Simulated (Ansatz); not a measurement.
```yaml
crystal:
  periodic: [false, false, false]
  atoms:
    - {symbol: C, position_ang: [-1.343686, -2.674907, -2.763621]}
    - {symbol: C, position_ang: [0.167863, -0.289287, -2.243632]}
    - {symbol: C, position_ang: [0.301905, 0.577504, 0.523552]}
    - {symbol: C, position_ang: [1.547474, -1.440028, 2.166450]}
    - {symbol: C, position_ang: [-2.334470, 1.156383, 1.541114]}
    - {symbol: C, position_ang: [1.893008, 2.981282, 0.626574]}
    - {symbol: H, position_ang: [-3.320971, -2.471201, -2.206449]}
    - {symbol: H, position_ang: [-1.318084, -3.120585, -4.779169]}
    - {symbol: H, position_ang: [-0.572452, -4.308886, -1.765176]}
    - {symbol: H, position_ang: [2.107033, -0.555682, -2.924159]}
    - {symbol: H, position_ang: [-0.618853, 1.267127, -3.363053]}
    - {symbol: H, position_ang: [0.426934, -3.172364, 2.234956]}
    - {symbol: H, position_ang: [3.426674, -1.923113, 1.452503]}
    - {symbol: H, position_ang: [1.764591, -0.764918, 4.107615]}
    - {symbol: H, position_ang: [-3.521452, -0.531490, 1.599879]}
    - {symbol: H, position_ang: [-3.289119, 2.567682, 0.370067]}
    - {symbol: H, position_ang: [-2.223558, 1.903610, 3.464757]}
    - {symbol: H, position_ang: [1.051435, 4.478168, -0.524160]}
    - {symbol: H, position_ang: [2.051486, 3.683665, 2.563715]}
    - {symbol: H, position_ang: [3.804241, 2.637058, -0.081800]}
basis:
  gaussian: {orbitals: def2-SVP}
hamiltonian: {xc: {name: HF}}
correlation: {method: bccd_t, electrons: outside_noble_gas}
```

```sh
$ ansatz run in.yaml --threads 2 --pin off --events-out ev --progress --plain --max-ram 31744MiB --backend cuda --devices 0, --max-vram 18GiB
```

(1) How does Ansatz answer? (Best estimate.)

## Answers

(1) The calculation gave: No converged result was reached.
```
Functional definition: HF
1579 factors; integrals over basis functions are off by at most 6.8e-4 eV
mean field evaluation 1: about -6300.5904 eV, gradient 4.5e1 eV
mean field evaluation 2: about -6300.7323 eV, gradient 4.5e1 eV
mean field evaluation 4: about -6309.3057 eV, gradient 3.1e1 eV
mean field evaluation 8: about -6313.2441 eV, gradient 2.0e0 eV
mean field evaluation 16: about -6313.3866 eV, gradient 1.7e-1 eV
mean field evaluation 32: about -6313.4058 eV, gradient 4.6e-1 eV
mean field evaluation 64: about -6313.3877 eV, gradient 3.2e-2 eV
mean field evaluation 96: about -6313.4093 eV, gradient 7.4e-4 eV
mean field evaluation 544: about -6313.1006 eV, gradient 4.7e-3 eV
mean field -6313.40931073 eV, -232.0135127868 hartree, gradient 2.6e-6 eV, S^2 0.000000; 19 other end points of the search recorded, 0 dependent functions left out; unrestricted orbitals would lower it
determinant -6313.40931073 eV, -232.0135127868 hartree, with singles and doubles -6350.49703072 eV, -233.3764613576 hartree
determinant -6313.39050601 eV, -232.0128217260 hartree, with singles and doubles -6350.70292204 eV, -233.3840277239 hartree
determinant -6313.10064486 eV, -232.0021695254 hartree, with singles and doubles -6349.87998871 eV, -233.3537854819 hartree
determinant -6313.10063276 eV, -232.0021690808 hartree, with singles and doubles -6349.87995548 eV, -233.3537842606 hartree
determinant -6312.93725210 eV, -231.9961649522 hartree, with singles and doubles -6349.86258040 eV, -233.3531457381 hartree
determinant -6312.89147132 eV, -231.9944825394 hartree, with singles and doubles -6349.55718613 eV, -233.3419227060 hartree
determinant -6312.33195314 eV, -231.9739206256 hartree, with singles and doubles -6348.44087279 eV, -233.3008989473 hartree
determinant -6313.40931073 eV, -232.0135127868 hartree, with no singles and doubles
determinant -6313.39050601 eV, -232.0128217260 hartree, with no singles and doubles
unrestricted determinant -6337.91162530 eV, -232.9139562392 hartree, S^2 10.9691
6 core orbitals not correlated: weight in the atoms' cores, before any rotation towards them, 1.000 or more for the frozen orbitals, at most 0.000 for the correlated occupied ones
reference -6313.39050601 eV, -232.0128217260 hartree; 19, 19 occupied and 129, 129 virtual orbitals, 1579 factors
second order -34.28604576 eV of doubles, -0.00000000 eV of singles
cycle   1  -31.45516377 eV  change    -3.3e0 eV  update   3.9e-1
cycle   2  -34.92251367 eV  change    -3.5e0 eV  update   2.2e-1
cycle   3  -35.62792564 eV  change   -7.1e-1 eV  update   1.7e-1
cycle   4  -36.78885232 eV  change    -1.2e0 eV  update   1.3e-1
cycle   5  -37.00662844 eV  change   -2.2e-1 eV  update   1.2e-1
[...]
cycle 267  -39.37341363 eV  change    3.6e-4 eV  update   4.0e-4
cycle 268  -39.37388671 eV  change   -4.7e-4 eV  update   4.0e-4
cycle 269  -39.37256361 eV  change    1.3e-3 eV  update   4.0e-4
cycle 270  -39.37508235 eV  change   -2.5e-3 eV  update   4.0e-4
cycle 271  -39.37415892 eV  change    9.2e-4 eV  update   4.0e-4
cycle 272  -39.37406529 eV  change    9.4e-5 eV  update   4.0e-4
cycle 273  -39.37386281 eV  change    2.0e-4 eV  update   4.0e-4
cycle 274  -39.37352327 eV  change    3.4e-4 eV  update   4.0e-4
cycle 275  -39.37306282 eV  change    4.6e-4 eV  update   4.0e-4
cycle 276  -39.37256626 eV  change    5.0e-4 eV  update   4.0e-4
cycle 277  -39.37298942 eV  change   -4.2e-4 eV  update   4.0e-4
cycle 278  -39.37658146 eV  change   -3.6e-3 eV  update   4.0e-4
cycle 279  -39.37780299 eV  change   -1.2e-3 eV  update   4.0e-4
cycle 280  -39.37535170 eV  change    2.5e-3 eV  update   4.0e-4
cycle 281  -39.37369223 eV  change    1.7e-3 eV  update   4.0e-4
cycle 282  -39.37503562 eV  change   -1.3e-3 eV  update   4.0e-4
cycle 283  -39.37515323 eV  change   -1.2e-4 eV  update   4.0e-4
cycle 284  -39.37431080 eV  change    8.4e-4 eV  update   4.0e-4
cycle 285  -39.37535104 eV  change   -1.0e-3 eV  update   4.0e-4
cycle 286  -39.37122064 eV  change    4.1e-3 eV  update   4.0e-4
cycle 287  -39.37284267 eV  change   -1.6e-3 eV  update   4.0e-4
cycle 288  -39.37580364 eV  change   -3.0e-3 eV  update   4.0e-4
cycle 289  -39.37630142 eV  change   -5.0e-4 eV  update   4.0e-4
cycle 290  -39.37658962 eV  change   -2.9e-4 eV  update   3.9e-4
cycle 291  -39.37371547 eV  change    2.9e-3 eV  update   3.9e-4
cycle 292  -39.37408949 eV  change   -3.7e-4 eV  update   4.0e-4
cycle 293  -39.37346718 eV  change    6.2e-4 eV  update   4.0e-4
cycle 294  -39.37315067 eV  change    3.2e-4 eV  update   4.0e-4
cycle 295  -39.37266221 eV  change    4.9e-4 eV  update   4.0e-4
cycle 296  -39.37208367 eV  change    5.8e-4 eV  update   4.0e-4
cycle 297  -39.37652356 eV  change   -4.4e-3 eV  update   4.0e-4
cycle 298  -39.37552258 eV  change    1.0e-3 eV  update   4.0e-4
cycle 299  -39.36951442 eV  change    6.0e-3 eV  update   4.0e-4
Error: not converged in 300 cycles: update norm 4.637e-4, energy change 2.854e-4 eV, smallest ratio of the change in the update to the step in singles and doubles: 3.6e-3
```
